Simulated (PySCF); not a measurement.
Gas-phase reaction: 2 SiO(OH)2 = SiO2 + 4 O + SiH4

Method: PySCF energies (xtb for GFN2) plus ideal-gas RRHO corrections (1 bar). † marks an energy on the PBE0/def2-TZVP geometry and frequencies; other levels use their own. MP2 and CCSD(T) freeze the core. 6-31G* has spherical d functions here. Open shells (unrestricted): O (multiplicity 3); the rest are closed-shell singlets. GFN2 has no spin-polarisation term. Spin-orbit splitting is ignored; it lowers the true energy and changes the entropy of O. B3LYP is the form with VWN-RPA correlation. SiO(OH)2: computed as isolated molecules; such fragments, hydroxides, amides, oligomers or adducts are transient or little studied in the gas. MP2 isn't extrapolated to the basis-set limit. CCSD(T) isn't extrapolated to the basis-set limit. Warning, large T1 diagnostic: SiO2 (CCSD(T)/def2-TZVPP†).

```
level                ΔH°(298 K), kJ
-------------------  --------------
B3LYP/def2-TZVP†               2273
CCSD(T)/def2-TZVPP†            2265
GFN2-xTB                 (withheld)
HF/6-31G*                (withheld)
HF/def2-TZVP†                  1481
M06-2X/def2-TZVP†              2382
MP2/def2-SVP†                  2199
PBE0/def2-TZVP           (withheld)
LDA/def2-TZVP†                 2829
ωB97M-V/def2-TZVP†             2343
ωB97X-V/def2-TZVP†       (withheld)
```

Task: Fill in the missing entries.

Result: 
- GFN2-xTB, ΔH°(298 K), kJ: 3571
- HF/6-31G*, ΔH°(298 K), kJ: 1338
- PBE0/def2-TZVP, ΔH°(298 K), kJ: 2295
- ωB97X-V/def2-TZVP†, ΔH°(298 K), kJ: 2319
